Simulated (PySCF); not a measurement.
Functional dependence of a UV spectrum

Compound: pyrimidine, C4H4N2.
SMILES: `n1cnccc1`

Linear-response calculations in the def2-SVPD basis (PySCF; singlets by full response, triplets Tamm–Dancoff, core orbitals frozen in the response; HF means time-dependent Hartree–Fock). 'Strongest' is the level of largest summed f among the singlets computed (10 roots, of which the last may lack a degenerate partner); it can jump between rows when another state enters that window. S1 is the lowest singlet of each run and needn't be the same state throughout; f(S1) is that of one state. Isolated species at its PBE0-D3(BJ)/def2-SVP geometry, gas phase.

```csv
functional,kind,S1 (eV),f(S1),strongest (eV),T1 (eV),HOMO (eV),gap (eV),"ionisation energy, ΔSCF (eV)"
LDA,LDA,3.64,0.003,6.56,3.27,-6.05,3.44,9.38
PBE,GGA,3.75,0.003,6.53,3.31,-5.91,3.57,9.20
B3LYP,"global hybrid, 20% exact exchange",4.25,0.005,7.58,3.76,-7.23,5.65,9.60
PBE0,"global hybrid, 25% exact exchange",4.33,0.005,7.90,3.78,-7.48,6.10,9.62
BHandHLYP,"global hybrid, 50% exact exchange",4.87,0.006,7.84,4.28,-8.99,8.71,9.90
CAM-B3LYP,range-separated hybrid,4.54,0.006,7.91,4.01,-8.94,8.69,9.88
wB97X-D,range-separated hybrid,4.51,0.005,7.94,4.02,-9.41,9.82,9.80
LC-wPBE,range-separated hybrid,4.68,0.006,7.87,4.11,-10.27,11.10,10.09
HF,Hartree–Fock,5.76,0.008,8.21,3.87,-10.37,12.77,not settled
```

S1 runs from 3.64 eV (LDA) to 5.76 eV (HF), a spread of 2.11 eV, while the orbital gap spreads over 9.3 eV. Along PBE (0%), B3LYP (20%), PBE0 (25%), BHandHLYP (50%), HF (100%) S1 rises with the share of exact exchange. −ε(HOMO) comes closest to its own ΔSCF ionisation energy with LC-wPBE (+0.18 eV) and misses most with LDA (-3.33 eV). The lowest singlet of a reference set is 1B1(n→π*) at 4.44 eV (computed, theoretical best estimate (aug-cc-pVTZ, frozen core, CC3 geometry), gas; Veril, Scemama, Caffarel, Lipparini, Boggio-Pasqua, Jacquemin, Loos, WIREs Comput. Mol. Sci. 2021, 11, e1517 (QUESTDB)). The lowest computed singlet differs from it by wB97X-D +0.07, CAM-B3LYP +0.10, PBE0 -0.11, B3LYP -0.19, LC-wPBE +0.24, BHandHLYP +0.43, PBE -0.69, LDA -0.80, HF +1.32 eV; geometry and basis of the reference needn't be the same. The lowest triplet of a reference set is 3B1(n→π*) at 4.09 eV (computed, theoretical best estimate (aug-cc-pVTZ, frozen core, CC3 geometry), gas; Veril, Scemama, Caffarel, Lipparini, Boggio-Pasqua, Jacquemin, Loos, WIREs Comput. Mol. Sci. 2021, 11, e1517 (QUESTDB)). The lowest computed triplet differs from it by LC-wPBE +0.02, wB97X-D -0.07, CAM-B3LYP -0.08, BHandHLYP +0.19, HF -0.22, PBE0 -0.31, B3LYP -0.33, PBE -0.78, LDA -0.82 eV; geometry and basis of the reference needn't be the same. 'Not settled' means that the ion's SCF failed to converge or may have ended in another state than the lowest.
